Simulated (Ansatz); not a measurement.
Geometry optimisation, RKS PBE-D4/def2-SVP in Ansatz 0.2.0.

The input (input.yaml):

```yaml
crystal:
  periodic: [false, false, false]
  atoms:
    - { symbol: B, position_ang: [-0.381696, -0.25173, -0.863949] }
    - { symbol: O, position_ang: [0.873441, 0.251611, 1.366978] }
    - { symbol: H, position_ang: [0.701425, -0.605185, 1.80629] }
    - { symbol: H, position_ang: [1.473697, -0.020723, 0.62591] }
    - { symbol: F, position_ang: [-1.481966, 0.344628, -0.603629] }
basis:
  gaussian: { orbitals: def2-SVP }
hamiltonian:
  xc: pbe
  dispersion: d4
relax:
  f_tol: 0.03
  max_steps: 50
output:
  orbitals: {}
```

Run as:

```bash
$ ansatz run input.yaml --threads 1 --pin off --max-ram 2048MiB --backend cpu --events-out ev --progress --plain --runs-dir out
```

Task: Where does it end, and by what steps?

Result: The run converged. After 7 steps the energy has fallen by 0.009 eV; H3 moved furthest, 0.10 Å.

```csv
step,energy less start (eV),largest force component (eV/Å),accepted
0,0.0000,0.444,yes
1,0.0027,0.577,no
2,-0.0068,0.204,yes
3,-0.0076,0.148,yes
4,-0.0081,0.079,yes
5,-0.0079,0.161,no
6,-0.0084,0.040,yes
7,-0.0086,0.006,yes
```

```xyz
5
Properties=species:S:1:pos:R:3
B -0.369 -0.300 -0.790
O 0.842 0.255 1.323
H 0.648 -0.617 1.721
H 1.503 0.015 0.642
F -1.439 0.366 -0.565
```

Whether the end is a true minimum wasn't checked by a vibrational analysis.

Run time: 3.9 s on 1 thread of Intel(R) Xeon(R) Platinum 8559C (Emerald Rapids) (shared host), peak memory 0.14 GiB.
